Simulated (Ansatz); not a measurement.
# Rock-salt TiN

The numbers are results of PBE-D3(BJ) in Ansatz (PAW), not measurements.

Run with plane-wave cutoff 500 eV, 16×16×16 k mesh, Fermi–Dirac smearing 0.05 eV, no spin polarisation, scalar-relativistic PAW data made under PBE.

Cell (relaxed at this level):

```xyz
2
Lattice="0.0000 2.1029 2.1029 2.1029 0.0000 2.1029 2.1029 2.1029 0.0000" Properties=species:S:1:pos:R:3 pbc="T T T"
Ti     0.0000     0.0000     0.0000
N      2.1029     2.1029     2.1029
```

- volume per atom = 9.30 Å³/atom
- equilibrium lattice constant a = 4.206 Å

Measured, for comparison: equilibrium volume per atom 9.52 Å³/atom, lattice constant a 4.239 Å (temperature not stated, not corrected to a static lattice; as tabulated in Zhang et al. (2018), doi:10.1088/1367-2630/aac7f0). Computed (rounded) less measured: equilibrium volume per atom -2.3 %, lattice constant a -0.8 %. A static lattice is as a rule a little smaller and stiffer than an uncorrected measurement, which can account for part of this.

Note: the run has no spin polarisation, so it can have missed a magnetic state.

It cost about 16 core-seconds (a rough figure) of CPU time.

Ansatz is a first-principles code.
